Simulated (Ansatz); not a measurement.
Relaxation of Al3H4⁻ with RKS r2SCAN-D4/def2-TZVPD.

```sh
$ ansatz run in.yaml --threads 4 --pin off --events-out ev --progress --plain --max-ram 3916MiB
```

```yaml
crystal:
  periodic: [false, false, false]
  atoms:
    - {symbol: Al, position_ang: [0.077370, -0.492940, -2.329810]}
    - {symbol: Al, position_ang: [-0.501050, 0.035610, 0.098040]}
    - {symbol: Al, position_ang: [-0.079010, -1.049020, 2.389120]}
    - {symbol: H, position_ang: [-1.698400, 0.291780, -2.186990]}
    - {symbol: H, position_ang: [0.131290, 0.885780, 2.328200]}
    - {symbol: H, position_ang: [1.502200, -0.932730, 1.246240]}
    - {symbol: H, position_ang: [0.567600, 1.261520, -1.544800]}
basis:
  gaussian: {orbitals: def2-TZVPD}
total_charge: -1
hamiltonian: {xc: r2scan, dispersion: d4}
scf: {lower_state_search: "off"}
output: {orbitals: {seedname: orbitals}}
relax: {f_tol: 0.02, max_steps: 100}
```

It took 29 s on 4 threads of Arm Neoverse V2 on a shared host.

Positions (Å) and forces (eV/Å) at steps 1, 2, 3, 4, 5, 6, 7, 8, 9, 10, 11, 12, 13, 14, 15 of 15:

```xyz
7
step=1 energy=-19851.7103 eV
Al    0.077   -0.493   -2.330   -0.759    1.084    0.025
Al   -0.501    0.036    0.098    0.857    0.650    0.068
Al   -0.079   -1.049    2.389    0.955    0.674   -0.471
H    -1.698    0.292   -2.187    0.988   -0.481    0.256
H     0.131    0.886    2.328   -0.381   -0.869   -0.655
H     1.502   -0.933    1.246   -1.190    0.069    0.433
H     0.568    1.262   -1.545   -0.470   -1.128    0.343
7
step=2 energy=-19852.6520 eV
Al    0.015   -0.387   -2.356   -0.413    0.127   -0.083
Al   -0.354    0.162    0.112    0.694    0.147    0.269
Al    0.018   -0.999    2.363    0.055   -0.015    0.052
H    -1.593    0.241   -2.124    0.341   -0.042    0.067
H     0.071    0.786    2.191   -0.231   -0.152   -0.725
H     1.350   -0.912    1.269   -0.279    0.247   -0.133
H     0.492    1.108   -1.456   -0.168   -0.311    0.554
7
step=3 energy=-19853.0260 eV
Al   -0.031   -0.374   -2.343   -0.173   -0.156   -0.071
Al   -0.215    0.172    0.159    0.472   -0.280    0.287
Al    0.035   -1.006    2.375   -0.155   -0.104    0.175
H    -1.567    0.262   -2.103   -0.030    0.138   -0.004
H     0.019    0.752    2.005   -0.205    0.141   -0.573
H     1.291   -0.847    1.240    0.028    0.257   -0.379
H     0.468    1.041   -1.332    0.063    0.004    0.564
7
step=4 energy=-19853.3139 eV
Al   -0.079   -0.374   -2.322   -0.041   -0.209   -0.112
Al   -0.097    0.082    0.204    0.165   -0.288   -0.178
Al    0.055   -1.000    2.395   -0.099   -0.055    0.293
H    -1.577    0.311   -2.104   -0.098    0.214    0.003
H    -0.060    0.767    1.833   -0.160    0.124   -0.107
H     1.260   -0.775    1.164    0.157    0.164   -0.255
H     0.498    0.989   -1.169    0.076    0.051    0.356
7
step=5 energy=-19853.4567 eV
Al   -0.150   -0.404   -2.360   -0.108    0.017    0.002
Al   -0.040   -0.072    0.189   -0.057   -0.124   -0.185
Al    0.125   -0.967    2.465   -0.034    0.135    0.129
H    -1.566    0.469   -2.105    0.027    0.039    0.005
H    -0.216    0.760    1.718   -0.066   -0.147    0.043
H     1.313   -0.689    1.148    0.129    0.023    0.016
H     0.535    0.903   -1.056    0.109    0.058   -0.011
7
step=6 energy=-19853.5003 eV
Al   -0.243   -0.374   -2.398   -0.010    0.004   -0.076
Al    0.017   -0.188    0.145    0.016   -0.063    0.074
Al    0.167   -0.890    2.536   -0.040    0.137   -0.060
H    -1.604    0.577   -2.093    0.137   -0.002    0.117
H    -0.373    0.669    1.646    0.073   -0.140    0.026
H     1.383   -0.621    1.206   -0.088    0.037   -0.024
H     0.653    0.828   -1.041   -0.088    0.028   -0.057
7
step=7 energy=-19853.5329 eV
Al   -0.228   -0.357   -2.440    0.010    0.094    0.028
Al   -0.008   -0.213    0.102    0.006    0.025    0.034
Al    0.147   -0.850    2.515    0.047    0.058   -0.073
H    -1.548    0.557   -1.903    0.068   -0.025    0.104
H    -0.414    0.655    1.599    0.017   -0.102   -0.063
H     1.367   -0.597    1.177   -0.114    0.018    0.100
H     0.685    0.805   -1.050   -0.033   -0.069   -0.129
7
step=8 energy=-19853.5850 eV
Al   -0.214   -0.313   -2.474   -0.078    0.148    0.077
Al   -0.024   -0.219    0.060   -0.059    0.048   -0.015
Al    0.124   -0.823    2.489    0.079   -0.034   -0.038
H    -1.512    0.527   -1.713    0.180   -0.096    0.134
H    -0.453    0.629    1.557   -0.089    0.020   -0.135
H     1.344   -0.559    1.185   -0.045    0.013    0.082
H     0.734    0.757   -1.104    0.012   -0.098   -0.104
7
step=9 energy=-19853.6617 eV
Al   -0.212   -0.265   -2.498   -0.108    0.151    0.116
Al   -0.044   -0.213    0.024   -0.137    0.076   -0.079
Al    0.111   -0.803    2.457    0.075   -0.076    0.012
H    -1.465    0.488   -1.527    0.287   -0.109    0.174
H    -0.515    0.620    1.513   -0.081    0.006   -0.191
H     1.331   -0.530    1.180   -0.039    0.067    0.078
H     0.795    0.703   -1.148    0.004   -0.115   -0.109
7
step=10 energy=-19853.7567 eV
Al   -0.228   -0.220   -2.516   -0.073    0.136    0.127
Al   -0.071   -0.213   -0.012   -0.091    0.100    0.005
Al    0.098   -0.799    2.429    0.070   -0.032   -0.025
H    -1.391    0.458   -1.353    0.238   -0.074    0.137
H    -0.571    0.606    1.464   -0.133   -0.029   -0.167
H     1.315   -0.471    1.181   -0.008    0.037    0.051
H     0.846    0.639   -1.192   -0.003   -0.138   -0.127
7
step=11 energy=-19853.8086 eV
Al   -0.249   -0.178   -2.515   -0.084    0.068    0.047
Al   -0.090   -0.187   -0.027    0.188   -0.098    0.070
Al    0.115   -0.782    2.404   -0.038   -0.046    0.073
H    -1.283    0.456   -1.192   -0.159    0.090   -0.129
H    -0.696    0.570    1.415    0.073   -0.094   -0.023
H     1.323   -0.436    1.177   -0.105    0.196   -0.030
H     0.880    0.557   -1.262    0.126   -0.115   -0.009
7
step=12 energy=-19853.8629 eV
Al   -0.319   -0.138   -2.515    0.018    0.022    0.006
Al   -0.059   -0.211   -0.027    0.059   -0.056    0.063
Al    0.136   -0.787    2.408   -0.036    0.019    0.002
H    -1.224    0.566   -1.148   -0.050    0.040   -0.023
H    -0.796    0.444    1.415    0.021   -0.042    0.060
H     1.303   -0.254    1.180   -0.043    0.045   -0.027
H     0.960    0.380   -1.314    0.032   -0.026   -0.081
7
step=13 energy=-19853.8741 eV
Al   -0.348   -0.123   -2.513   -0.009   -0.007   -0.015
Al   -0.044   -0.210   -0.024   -0.011   -0.030   -0.006
Al    0.149   -0.787    2.413    0.015   -0.007   -0.007
H    -1.165    0.649   -1.115    0.017    0.014    0.014
H    -0.867    0.343    1.450    0.004    0.010   -0.017
H     1.277   -0.136    1.172   -0.012    0.018    0.009
H     0.998    0.265   -1.383   -0.004    0.003    0.023
7
step=14 energy=-19853.8731 eV rejected
Al   -0.352   -0.112   -2.510    0.012    0.019   -0.014
Al   -0.053   -0.244   -0.027    0.012    0.061    0.002
Al    0.162   -0.781    2.407   -0.010    0.014    0.039
H    -1.142    0.671   -1.096   -0.019   -0.016   -0.031
H    -0.879    0.328    1.439   -0.002   -0.032    0.038
H     1.264   -0.102    1.160    0.011   -0.027    0.014
H     1.001    0.239   -1.372   -0.005   -0.017   -0.049
7
step=15 energy=-19853.8748 eV
Al   -0.350   -0.115   -2.515   -0.001    0.000   -0.003
Al   -0.048   -0.224   -0.025   -0.001   -0.002    0.000
Al    0.157   -0.782    2.414    0.002   -0.001    0.000
H    -1.153    0.661   -1.108    0.004    0.002    0.001
H    -0.876    0.330    1.448    0.000   -0.001   -0.002
H     1.270   -0.118    1.169   -0.002    0.003    0.001
H     1.000    0.248   -1.383   -0.002   -0.002    0.002
```

The restricted singlet is unstable towards broken spin symmetry in Hartree–Fock (as tested in another run); at r2SCAN-D4/def2-TZVPD this wasn't settled. Another isomer (singlet) lies 0.69 eV lower at PBE0-D4/def2-TZVPD; other spin states weren't run for this one.
